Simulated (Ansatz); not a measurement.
```yaml
crystal:
  periodic: [false, false, false]
  atoms:
    - {symbol: Al, position_ang: [0.000000, 0.000000, -1.687282]}
    - {symbol: O, position_ang: [0.000000, 0.000000, 0.000000]}
    - {symbol: Al, position_ang: [0.000000, 0.000000, 1.687282]}
basis:
  gaussian: {orbitals: def2-TZVP}
hamiltonian: {xc: pbe0}
relax: {f_tol: 0.004, max_steps: 80}
```

```sh
$ ansatz run in.yaml --threads 1 --pin off --events-out ev --progress --plain --max-ram 2176MiB
```

Steps of the relaxation (energy above the last step; positions in Å, forces in eV/Å):

```
3
step 1, 8.2 meV
Al    0.000    0.000   -1.687    0.000    0.000   -0.475
O     0.000    0.000    0.000    0.000    0.000    0.000
Al    0.000    0.000    1.687    0.000    0.000    0.475
```

```
3
step 2, 2.7 meV
Al    0.000    0.000   -1.695    0.000    0.000   -0.269
O     0.000    0.000    0.000    0.000    0.000    0.000
Al    0.000    0.000    1.695    0.000    0.000    0.269
```

```
3
step 3, 0.0 meV
Al    0.000    0.000   -1.704    0.000    0.000   -0.009
O     0.000    0.000    0.000    0.000    0.000    0.000
Al    0.000    0.000    1.704    0.000    0.000    0.009
```

```
3
step 4, 0.0 meV
Al    0.000    0.000   -1.705    0.000    0.000    0.000
O     0.000    0.000    0.000    0.000    0.000    0.000
Al    0.000    0.000    1.705    0.000    0.000    0.000
```

Close pairs at the end: Al1–O2 1.705 Å, O2–Al3 1.705 Å.

A stationary point of restricted PBE0 after 4 steps (its stability towards spin polarisation wasn't tested); no frequencies were run, so it isn't proven a minimum. 11 s on 1 thread of Arm Neoverse V1, shared host.
